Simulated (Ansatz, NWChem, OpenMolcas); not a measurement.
# How methods differ on BNH4 (SMILES BN)

BNH4 has 6 atoms, charge 0, and is taken as a singlet. As SMILES, `BN`. The shape is that of a PBE0-D4/def2-TZVP optimisation.

Each level gives the HOMO–LUMO gap (eV). The values are calculated.

```csv
level,kind,program,value (eV),CPU time
HF/def2-TZVPP,Hartree–Fock,Ansatz,15.27,4 s
BLYP/def2-TZVPP,GGA,OpenMolcas,6.56,49 s
revPBE/def2-TZVPP,GGA,NWChem,6.62,28 s
TPSS/def2-TZVPP,meta-GGA,OpenMolcas,6.85,67 s
BHLYP/def2-TZVPP,global hybrid,OpenMolcas,11.10,45 s
M06-2X/def2-TZVPP,hybrid meta-GGA,OpenMolcas,11.17,58 s
CAM-B3LYP/def2-TZVPP,range-separated hybrid,Ansatz,11.40,6.6 s
HSE06/def2-TZVPP,range-separated hybrid,Ansatz,8.13,6.9 s
```

The values span 6.56 to 15.27 eV. Orbital gaps aren't excitation energies; they tend to grow with the share of exact exchange. Times are those of the runs behind each value, whatever else they computed, on shared processors of several kinds: orders of magnitude only.
